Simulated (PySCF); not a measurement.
# Static response to an electric field

Compound: cis allyl isocyanide, C4H5N.
Geometry (GFN2-xTB, Å), atoms numbered from 1 in this order:
```xyz
10
C4H5N angstrom
C      2.7585    0.7243    0.5871
N      1.8248    0.1147    0.2611
C      0.6775   -0.6003   -0.1174
C     -0.5594    0.0704    0.4083
C     -1.5552    0.4722   -0.3569
H      0.6519   -0.6642   -1.2104
H      0.7621   -1.6125    0.2989
H     -0.5794    0.2180    1.4796
H     -1.5408    0.3388   -1.4263
H     -2.4311    0.9433    0.0536
```

Level: CAM-B3LYP/def2-SVPD (PySCF), static field, nuclei fixed, core orbitals frozen in the response. The polarisability tensor in these axes (au):

```
x   67.07  0.41  8.45
y    0.41 44.44  0.80
z    8.45  0.80 46.46
```

Task: What are the eigenvalues, a third of the trace, and Δα (Δα² = ½Σ(αi − αj)² over the three pairs)?

Result: Principal values 43.14, 44.72 and 70.11 au; mean 52.66 au = 7.80 Å³ = 8.68 × 10⁻⁴⁰ C²·m²/J; Δα = 26.21 au (50 % of the mean).

Task: What is the dipole moment, and where does it point?

Result: (-3.26, -1.84, -1.00) D, 3.88 D in size, pointing from the negative to the positive side. Measured along this direction, the outermost atoms are C1 at the negative end and H10 and H9 at the positive end.

Task: In TDDFT the mean static polarisability is Σ f/ω² over all singlet excitations (ω in hartree). How much of it do the 8 lowest give? Their energies (eV) and oscillator strengths: 7.67, 0.3850; 7.80, 0.0354; 7.98, 0.0101; 8.05, 0.0594; 8.08, 0.0749; 8.17, 0.0570; 8.31, 0.0158; 8.42, 0.0086.

Result: They add up to 7.81 au, 14.8 % of the 52.66 au; the largest single term is 4.85 au, from the state at 7.67 eV. Terms in order: 4.85, 0.43, 0.12, 0.68, 0.85, 0.63, 0.17, 0.09 au. Higher excitations give the rest. The strengths listed sum to 0.646.

Task: Refractivity n − 1 of an ideal gas of it at 273.15 K and 1 atm, from the electronic α?

Result: N = p/kT = 2.6868 × 10¹⁹ cm⁻³, so n − 1 = 2π × N × 7.80 × 10⁻²⁴ cm³ = 1317 × 10⁻⁶ at long wavelengths.

Task: What depolarisation ratio follows for Rayleigh scattering of linearly polarised light, taking the static tensor?

Result: ρ = 3Δα²/(45ᾱ² + 4Δα²) = 2061.2/(124769 + 2748.3) = 0.0162.

Task: What molar refraction does this α imply?

Result: Lorentz–Lorenz: R = (4π/3)N_A α = 2.5225 cm³/(mol·Å³) × 7.80 Å³ = 19.7 cm³/mol, in the limit of long wavelengths.

Task: Give the principal axes and the span of the nuclei along them.

Result: Largest value along (0.94, 0.03, 0.34), where the nuclei span 5.06 Å; middle along (-0.17, 0.90, 0.40), 2.74 Å; least along (-0.29, -0.44, 0.85), 2.27 Å. The response follows the extents in order.

Isolated species at its GFN2-xTB geometry (one conformer only).

The run behind these numbers computed excited states as well. On one thread of an x86-64 server, shared host, this took 10 s.
